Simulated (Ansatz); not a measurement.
We consider rock-salt MgS, described by G0W0@HSE06 (plane waves, hard PAW, contour deformation; Ansatz, an electronic-structure program).

The cell has the measured lattice parameters. Conventional cell: a = 5.2033 Å, b = 5.2033 Å, c = 5.2033 Å, α = 90.00°, β = 90.00°, γ = 90.00°.

The quasiparticle gap at Γ at a fixed k mesh 4×4×4:

| response cutoff | value (eV) |
|---|---|
| 150 eV, 270 empty bands | 5.623 |
| 200 eV, 416 empty bands | 5.655 |
| 250 eV, 581 empty bands | 5.675 |
| 300 eV, 763 empty bands | 5.688 |

Taking the value to converge with the response cutoff E as E^(−3/2), extrapolate from the last two rows.

With y = y∞ + c/w and weights w = 3953 and 5196 for the last two rows, y∞ = (w2 y2 − w1 y1)/(w2 − w1) = (5196 × 5.688 − 3953 × 5.675)/1243 = 5.729 eV, which lies 0.041 beyond the last row. Successive pairs of rows give 5.714, 5.725, 5.729. The limit also hangs on the law assumed, so its last digits aren't firm.

The other settings are not extrapolated, so this is the limit in one setting alone.

At the last cutoff the smallest gap on this mesh is 4.76 eV, with an edge away from Γ.

Note: GW on a hybrid start was not checked against another program.
